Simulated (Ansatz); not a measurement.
A made-up structure of H$_{3}$SO (charge +1), singlet:

| atom | x (Å) | y (Å) | z (Å) |
| --- | --- | --- | --- |
| O1 | -0.3277 | -0.4565 | 0.0079 |
| S2 | 0.8981 | 0.7809 | 0.2725 |
| H3 | 1.3819 | 0.7898 | 1.5435 |
| H4 | 0.0090 | -1.2960 | -0.3585 |
| H5 | 0.3570 | 1.5696 | -0.6792 |

It is relaxed with PBE-D4/def2-SVP and then PBE0-D4/def2-TZVP (Ansatz 0.2.0). Atoms count as bonded within 1.22 times the sum of their covalent radii (H–H: 0.88 Å). The end point is not checked to be a true minimum.

Problem. Does its bonding change? (A judgement: the text doesn't fix the answer.)

Solution. Computed: No: no bond forms or breaks.

Where it ends: The first stage lowers the energy by 1.86 eV in 8 steps. It ends as H₃SO ([OH][SH2]), total charge +1:
O1  (-0.214, -0.443, 0.112)
S2  (1.035, 0.528, 0.039)
H3  (1.096, 0.923, 1.338)
H4  (-0.015, -1.286, -0.333)
H5  (0.416, 1.667, -0.369)
(Å)

Labels in which every atom is bracketed show which atoms are joined, not bond orders.

For scale, one of the runs: PBE0-D4/def2-TZVP relaxation, 86 basis functions, launched by `ansatz run in.yaml --threads 2 --pin off --events-out ev --progress --plain --max-ram 4352MiB`. Hardware: 2 CPU threads of an Arm Neoverse V2, shared host. Wall time about 5.5 s.
